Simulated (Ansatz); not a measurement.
The input, for Ansatz 0.2.0:

```yaml
crystal:
  periodic: [false, false, false]
  atoms:
    - {symbol: O, position_ang: [-0.149401, -0.049094, 0.000000]}
    - {symbol: H, position_ang: [-0.398710, 0.877481, 0.000000]}
    - {symbol: H, position_ang: [0.742599, -0.049094, 0.000000]}
    - {symbol: H, position_ang: [2.027599, -0.049094, 0.000000]}
basis:
  gaussian: {orbitals: cc-pVDZ, point_charges: [{charge: -0.50, position_ang: [5.741, 0.594, 0.341]}]}
magnetization: {spin_polarized: true, initial_magnetization: 1}
hamiltonian: {xc: hf}
scf: {lower_state_search: off}
output: {orbitals: {seedname: orbitals}}
```

```sh
$ ansatz run in.yaml --threads 1 --pin off --events-out ev --progress --plain --max-ram 2393MiB
```

Output:

```
these checks for a lower state are left out or cut short: stability, starts, cluster_reference, orbital_swaps, neighbouring_geometries, increment
258 factors; integrals over basis functions are off by at most 1.4e-3 eV
mean field evaluation 1: about -2079.5421 eV, gradient 2.3e1 eV
mean field evaluation 2: about -2079.5427 eV, gradient 2.3e1 eV
mean field evaluation 4: about -2081.8245 eV, gradient 2.1e0 eV
mean field evaluation 8: about -2081.8832 eV, gradient 1.3e-3 eV
mean field -2081.88318626 eV, -76.5077959441 hartree, gradient 2.7e-6 eV, S^2 0.751928; 0 other end points of the search recorded, 0 dependent functions left out
reference -2081.88318626 eV, -76.5077959441 hartree; 6, 5 occupied and 23, 24 virtual orbitals, 258 factors
Total energy: -2081.88318626 eV, -76.5077959441 hartree
Checks for a lower state left out: stability, starts, cluster_reference, orbital_swaps, neighbouring_geometries, increment
```

Ran on 1 thread of Arm Neoverse V1, shared host: 0.09 s wall, 0.12 GiB peak host memory.
